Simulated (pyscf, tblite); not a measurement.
`[C]#[N]` [doublet] + `[CH4]` -> `[CH3][C]#[N]` + `[H]` [doublet]: energy along the mass-weighted descent from the GFN2-xTB with spin polarisation saddle (tblite), relative to the relaxed reactant side, a complex of the molecules.

```
s (amu^1/2 bohr) | E (kcal/mol)
    -7.26 | ############### 0.7
    -7.12 | ############### 0.8
    -6.94 | ############### 0.9
    -6.72 | ############### 1.1
    -6.53 | ################ 1.3
    -6.27 | ################ 1.6
    -5.98 | ################ 2.0
    -5.28 | ################# 3.0
    -3.96 | ################# 4.1
    -2.64 | ################## 5.9
    -1.32 | ##################### 10.9
   -0.120 | ############################## 24.7
     1.20 | ############### 0.8
     2.52 | # -21.6
     3.29 |  -23.7
```

Q: The GFN2-xTB with spin polarisation barrier from the reactant side is 1.09 eV. What does ωB97X-D3(BJ) (PySCF) give from its own reactant-side minimum, in def2-SVP and in def2-TZVP?

A: 0.97 eV in the double-zeta basis after reoptimising the saddle, and 1.01 eV in the triple-zeta single point, so the tight-binding barrier lies 0.08 eV over the latter. The imaginary mode goes from 1537i to 1297i cm⁻¹.
